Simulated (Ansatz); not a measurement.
Reaction (SMILES): ClCCl → [CH2]Cl (CH2-Cl) + Cl atom
B3LYP-D3(BJ)/def2-TZVP geometries, fixed; electronic energies without zero-point terms.

The bond dissociation energy at CCSD(T) with Ansatz (a program for electronic structure), in kcal/mol, split into its Hartree-Fock and correlation parts. Cores are frozen. Open shells are unrestricted. No added dispersion term, no relativity. Functions are those of the species that has most.

```json
[
 {"basis": "cc-pV(D+d)Z", "X": "2", "functions": "70", "Hartree-Fock": "47.18", "CCSD(T)": "73.76"},
 {"basis": "cc-pV(T+d)Z", "X": "3", "functions": "136", "Hartree-Fock": "48.48", "CCSD(T)": "78.62"},
 {"basis": "cc-pV(Q+d)Z", "X": "4", "functions": "243", "Hartree-Fock": "48.47", "CCSD(T)": "81.02"}
]
```

Worked estimate of the basis-set limit from each neighbouring pair, with Hartree-Fock from the larger set and the correlation part extrapolated as X^-3.
Correlation parts: X = 2: 26.58, X = 3: 30.14, X = 4: 32.55.
- (2,3): (27·(30.14) - 8·(26.58))/19 = 31.64; with Hartree-Fock 48.48 the estimate is 80.12 kcal/mol.
- (3,4): (64·(32.55) - 27·(30.14))/37 = 34.31; with Hartree-Fock 48.47 the estimate is 82.78 kcal/mol.
The last two estimates differ by 2.66 kcal/mol; the largest set lies 1.76 from the last. Over the last step Hartree-Fock moves by -0.01 and the correlation part by 2.41.
